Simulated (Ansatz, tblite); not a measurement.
**The cluster LiCoO2: rung by rung**

How do method and basis change the picture of the cluster LiCoO2 (singlet)?

Method: as each input shows; program: Ansatz 0.2.0, Gaussian basis.

Levels to be run: GFN1-xTB, GFN2-xTB, PBE-D4/def2-TZVP, r2SCAN-D4/def2-TZVP, ωB97X-V/def2-TZVP, B2PLYP/def2-TZVP, B97M-V/def2-TZVP, HSE06-D4/def2-TZVP, ωB97M-V/def2-TZVP, PBE-D4/def2-SVP, PBE0-D4/def2-SVP, PBE0-D4/def2-TZVPD, PBE-D4/def2-TZVPD, r2SCAN-D4/def2-TZVPD, CCSD(T)/def2-TZVPP, MP2/def2-TZVP.

2 further runs of the same task are left out: 2 that didn't finish. Runs told in other sessions of the task aren't counted.

## Step 1: The relaxed structure

The singlet was relaxed beforehand with PBE0-D4/def2-TZVP. At that level it is the lowest of the isomers that a small search found.

4 atoms, charge 0, spin multiplicity 1.

Bond lengths: Li1–O3 1.919 Å, Li1–O4 1.919 Å, Co2–O3 1.605 Å, Co2–O4 1.605 Å. Angles: O3–Li1–O4 89.8°, O3–Co2–O4 115.1°, Li1–O3–Co2 77.6°, Li1–O4–Co2 77.6°.

No spin-orbit coupling is included.

PBE0-D4/def2-TZVP was run before; its log isn't repeated, and its numbers join the tables.

## Step 2: GFN1-xTB

Tight binding, by tblite at 300 K electronic temperature and without a spin-polarisation term:

```python
tblite.interface.Calculator('GFN1-xTB', numbers, positions, charge=0, uhf=0).singlepoint()
```

Energy -358.6672 eV, HOMO -10.90 eV, LUMO -10.82 eV; 0.002 s.

## Step 3: GFN2-xTB

Tight binding, by tblite at 300 K electronic temperature and without a spin-polarisation term:

```python
tblite.interface.Calculator('GFN2-xTB', numbers, positions, charge=0, uhf=0).singlepoint()
```

Energy -327.0910 eV, HOMO -9.04 eV, LUMO -8.77 eV; 0.002 s.

## Step 4: PBE-D4/def2-TZVP

start.molden holds the orbitals of an earlier run on this state, given as this run's starting guess.

in.yaml

```yaml
crystal:
  periodic: [false, false, false]
  atoms:
    - {symbol: Li, position_ang: [-0.425240, -1.138120, 0.219718]}
    - {symbol: Co, position_ang: [0.339483, 0.908580, -0.175369]}
    - {symbol: O, position_ang: [1.260607, -0.397654, -0.319713]}
    - {symbol: O, position_ang: [-1.174850, 0.627194, 0.275364]}
basis:
  gaussian: {orbitals: def2-TZVP, initial_orbitals: start.molden}
hamiltonian: {xc: pbe, dispersion: d4}
scf: {omitted_lower_state_checks: [starts]}
output: {orbitals: {seedname: orbitals}}
```

The run is started by

```
ansatz run in.yaml --threads 4 --pin off --events-out ev --progress --plain --max-ram 3916MiB
```

The runs that follow: r2SCAN-D4/def2-TZVP; ωB97X-V/def2-TZVP; B2PLYP/def2-TZVP; B97M-V/def2-TZVP; HSE06-D4/def2-TZVP; ωB97M-V/def2-TZVP; PBE-D4/def2-SVP; PBE0-D4/def2-SVP; PBE0-D4/def2-TZVPD; PBE-D4/def2-TZVPD; r2SCAN-D4/def2-TZVPD; CCSD(T)/def2-TZVPP; MP2/def2-TZVP.

Before running them: what should the planned runs give, taken together? Wanted: gap in def2-TZVP, named functionals, smallest and largest; correlation energy, CCSD(T)/def2-TZVPP; correlation energy, MP2/def2-TZVP; binding an atom, functionals in def2-TZVP; PBE0 total energy, smallest basis above largest.

The runs gave:

| quantity | value |
| --- | --- |
| gap in def2-TZVP, named functionals, smallest and largest | 0.41 eV (r2SCAN-D4), 8.65 eV (ωB97M-V) |
| correlation energy, CCSD(T)/def2-TZVPP | -36.84 eV |
| correlation energy, MP2/def2-TZVP | -32.84 eV |
| binding an atom, functionals in def2-TZVP | 2.60 (PBE0-D4) to 3.27 eV (PBE-D4) |
| PBE0 total energy, smallest basis above largest | 10.69 eV (def2-SVP, def2-TZVPD) |

What this shows: Over the named functionals in def2-TZVP the gap runs from 0.41 eV (r2SCAN-D4) to 8.65 eV (ωB97M-V); exact exchange widens it. PBE-D4 leaves an empty level below a filled one, so this occupation isn't an aufbau state there; left out of the range. Notes on CCSD(T)/def2-TZVPP: large T1 diagnostic.
